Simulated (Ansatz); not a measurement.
```yaml
crystal:
  periodic: [false, false, false]
  atoms:
    - {symbol: N, position_ang: [0.000000, 0.000000, -1.880037]}
    - {symbol: B, position_ang: [0.000000, 0.000000, -0.559151]}
    - {symbol: N, position_ang: [0.000000, 0.000000, 0.724683]}
    - {symbol: H, position_ang: [0.000000, 0.000000, 1.714505]}
basis:
  gaussian: {orbitals: def2-TZVP}
magnetization: {spin_polarized: true, initial_magnetization: 2}
hamiltonian: {xc: pbe0}
relax: {f_tol: 0.004, max_steps: 80}
```

```sh
$ ansatz run in.yaml --threads 1 --pin off --events-out ev --progress --plain --max-ram 2176MiB
```

Steps of the relaxation (energy above the last step; positions in Å, forces in eV/Å):

```
4
step 1, 130.0 meV
N     0.000    0.000   -1.880    0.000    0.000   -2.896
B     0.000    0.000   -0.559    0.000    0.000    4.381
N     0.000    0.000    0.725    0.000    0.000   -1.724
H     0.000    0.000    1.715    0.000    0.000    0.238
```

```
4
step 2, 31.3 meV
N     0.000    0.000   -1.900    0.000    0.000   -1.352
B     0.000    0.000   -0.542    0.000    0.000    2.039
N     0.000    0.000    0.724    0.000    0.000   -0.694
H     0.000    0.000    1.718    0.000    0.000    0.006
```

```
4
step 3, 0.6 meV
N     0.000    0.000   -1.919    0.000    0.000   -0.194
B     0.000    0.000   -0.526    0.000    0.000    0.100
N     0.000    0.000    0.725    0.000    0.000    0.118
H     0.000    0.000    1.719    0.000    0.000   -0.024
```

```
4
step 6, 0.0 meV
N     0.000    0.000   -1.923    0.000    0.000    0.000
B     0.000    0.000   -0.525    0.000    0.000    0.000
N     0.000    0.000    0.727    0.000    0.000    0.001
H     0.000    0.000    1.721    0.000    0.000   -0.001
```

Close pairs at the end: N3–H4 0.993 Å, B2–N3 1.252 Å, N1–B2 1.399 Å.

A stationary point of unrestricted PBE0 after 6 steps, with ⟨S²⟩ = 2.035 against 2.00 for a pure state; no frequencies were run, so it isn't proven a minimum. 13 s on 1 thread of Arm Neoverse V2, shared host.
